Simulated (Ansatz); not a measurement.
The input, for Ansatz 0.2.0:

```yaml
crystal:
  periodic: [false, false, false]
  atoms:
    - {symbol: P, position_ang: [0.000000, 0.000000, 0.000000]}
    - {symbol: P, position_ang: [0.000000, 0.000000, 1.965600]}
basis:
  gaussian: {orbitals: def2-SVP, point_charges: [{charge: 1.00, position_ang: [3.151, 0.134, 0.242]}]}
total_charge: 1
magnetization: {spin_polarized: false, initial_magnetization: 1}
correlation: {method: ccsd_t, electrons: outside_noble_gas}
scf: {omitted_lower_state_checks: [cluster_reference]}
```

```sh
$ ansatz run in.yaml --threads 1 --pin off --events-out ev --progress --plain --max-ram 2393MiB
```

(1) Roughly how long does this take on 1 thread of Arm Neoverse V1, shared host, and how much host memory?

```
these checks for a lower state are left out or cut short: cluster_reference
318 factors; integrals over basis functions are off by at most 1.5e-3 eV
mean field evaluation 1: about -18522.8540 eV, gradient 9.5e0 eV
mean field evaluation 2: about -18522.8581 eV, gradient 9.5e0 eV
mean field evaluation 4: about -18523.3602 eV, gradient 2.8e0 eV
mean field evaluation 8: about -18523.7564 eV, gradient 8.1e-1 eV
mean field evaluation 16: about -18523.9651 eV, gradient 3.0e-1 eV
mean field evaluation 32: about -18524.3230 eV, gradient 1.1e-1 eV
mean field -18524.32319211 eV, -680.7563210728 hartree, gradient 1.2e-6 eV, S^2 0.750000; 8 other end points of the search recorded, 0 dependent functions left out
10 core orbitals not correlated: weight in the atoms' cores, before any rotation towards them, 1.000 or more for the frozen orbitals, at most 0.000 for the correlated occupied ones
reference -18524.32319211 eV, -680.7563210728 hartree; 5, 4 occupied and 21, 22 virtual orbitals, 318 factors
second order -5.04950415 eV of doubles, -0.03685915 eV of singles
cycle   1  -5.55852703 eV  change   -4.7e-1 eV  update   8.0e-2
cycle   2  -5.83017316 eV  change   -2.7e-1 eV  update   2.9e-2
cycle   3  -5.87116554 eV  change   -4.1e-2 eV  update   1.1e-2
cycle   4  -5.87349258 eV  change   -2.3e-3 eV  update   3.6e-3
cycle   5  -5.87378024 eV  change   -2.9e-4 eV  update   1.3e-3
cycle   6  -5.87352602 eV  change    2.5e-4 eV  update   6.3e-4
cycle   7  -5.87362794 eV  change   -1.0e-4 eV  update   3.2e-4
cycle   8  -5.87363838 eV  change   -1.0e-5 eV  update   1.3e-4
cycle   9  -5.87361072 eV  change    2.8e-5 eV  update   4.4e-5
cycle  10  -5.87361735 eV  change   -6.6e-6 eV  update   1.7e-5
cycle  11  -5.87361864 eV  change   -1.3e-6 eV  update   7.6e-6
perturbative correction -0.30667313 eV, -0.0112700296 hartree
Total energy: -18530.50348388 eV, -680.9834426062 hartree
Checks for a lower state left out: cluster_reference
```

Answers

(1) 0.87 s wall and 0.08 GiB.
